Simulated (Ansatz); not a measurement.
# 1T (CdI2-type) TiTe2

Calculation: LDA (plane waves, PAW; Ansatz, a first-principles code).

Settings: plane-wave cutoff 520 eV, 18×18×8 k mesh (along the axes of the cell as run), Fermi–Dirac smearing 0.05 eV, no spin polarisation, scalar-relativistic PAW data made under PBE.

Cell (relaxed at this level):

TiTe2 has the trigonal space group P-3m1 (No. 164), the CdI2 type structure, Pearson symbol hP3. Conventional cell: a = b = 3.666 Å, c = 6.340 Å, α = β = 90.00°, γ = 120.00°. Ti on 1a sees 6 Te at 2.719 Å (octahedral). Te on 2d has 3 Ti at 2.719 Å (trigonal pyramidal). (Neighbours: up to the widest gap in distance over summed covalent radii, below 1.35, at either atom; cation-cation and far metal-metal contacts left out.)

```yaml
band_gap: none
bulk modulus B0: 43.4 GPa
```

Note: the bulk modulus is −V dP/dV from two relaxed cells at ±2 % in volume; the volume lies 8 % below that of the published cell.

Spin–orbit coupling is not included; it can open a gap where bands touch, and shift volumes and moduli.

Computed values are for the static lattice.

It cost around 4 core-minutes (rough) of CPU time.
